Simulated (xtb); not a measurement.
Species: Cl₄Si, SMILES `Cl[Si](Cl)(Cl)Cl` (charge 0, multiplicity 1).

Problem. Give a relaxed geometry from GFN2-xTB (xtb 6.7.1).

Solution. the end point of this relaxation (outside a Z-matrix the atoms follow the SMILES, hydrogens last).
Z-matrix (Å, degrees):
```
Si
Cl 1 2.0143
Cl 1 2.0143 2 109.47
Cl 1 2.0143 2 109.47 3 120.00
Cl 1 2.0143 2 109.47 3 -120.00
```
